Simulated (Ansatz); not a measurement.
A run of Ansatz (development build ahead of 0.2.0) on triplet O₂ at this shape:

```xyz
2

O     0.0000    0.0000    0.0000
O     0.0000    0.0000    1.6900
```

Its results:

```yaml
Converged: yes
Reference_energy: -149.35144 hartree
Correlation_energy: -0.31552 hartree
Total_energy: -149.66696 hartree
Spin_squared_of_the_determinant: 2.000
Stability_test: minimum among restricted orbitals
```

Forces (eV/Å):
```csv
atom,Fx,Fy,Fz
O1,0.000,0.000,6.072
O2,0.000,0.000,-6.072
```

Task: Which input gives this output? Name the method, the orbitals and the basis set, and write the input.

Result: ROHF-MP2 in def2-SVP.

```yaml
crystal:
  periodic: [false, false, false]
  atoms:
    - { symbol: O, position_ang: [0.0, 0.0, 0.0] }
    - { symbol: O, position_ang: [0.0, 0.0, 1.69] }
basis:
  gaussian: { orbitals: def2-SVP }
magnetization:
  initial_magnetization: 2
hamiltonian:
  xc: hf
correlation:
  method: mp2
  frozen_orbitals: { O: 1 }
output:
  forces: true
```

Caution: bonds are stretched, where a single reference can fail; an unrestricted determinant lies well below; other determinants can give a lower correlated total.
